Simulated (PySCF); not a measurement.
C5H6S.
Bonds: C1–C2, C2–C3 (aromatic), C3–C4 (aromatic), C4–S5 (aromatic), S5–C6 (aromatic), C2–C6 (aromatic). Hydrogens: H7, H8, H9 on C1; H10 on C3; H11 on C4; H12 on C6.

The closed-shell ground state was solved at several levels (PySCF, density fitting, gas phase, non-relativistic). Geometry: PBE0-D3(BJ)/def2-TZVP; no solvent, vibrations or thermal averaging.

```json
{"level": "KT3/pcSseg-2", "basis functions": "307", "HOMO (eV)": "-5.67", "LUMO (eV)": "-1.10", "gap (eV)": "4.57", "dipole (D)": "0.86"}
{"level": "B97-2/pcSseg-2", "basis functions": "307", "HOMO (eV)": "-6.45", "LUMO (eV)": "-0.31", "gap (eV)": "6.14", "dipole (D)": "0.91"}
{"level": "PBE0/pcSseg-2", "basis functions": "307", "HOMO (eV)": "-6.70", "LUMO (eV)": "-0.27", "gap (eV)": "6.43", "dipole (D)": "0.92"}
```

Question: What might wB97X-D/pcSseg-2 (307 basis functions) give for the same quantities?

Answer: HOMO -8.48 eV, LUMO 1.46 eV, gap 9.94 eV, dipole 0.93 D.

Question: Over all these levels, which gives the widest orbital gap and which the narrowest?

Answer: wB97X-D/pcSseg-2 (range-separated hybrid) has the widest, 9.94 eV, and KT3/pcSseg-2 (GGA) the narrowest, 4.57 eV. From the narrowest to the widest the HOMO moves by -2.81 eV and the LUMO by +2.56 eV.

Question: In the pcSseg-2 basis, how does the gap go with the fixed share of exact exchange?

Answer: KT3 (0 %) 4.57 eV; B97-2 (21 %) 6.14 eV; PBE0 (25 %) 6.43 eV. Each rise in the share widens the gap here.

Question: How far do the dipole and the HOMO energy spread over the levels?

Answer: The dipole runs from 0.86 to 0.93 D (mean 0.91 D) and the HOMO from -8.48 to -5.67 eV.
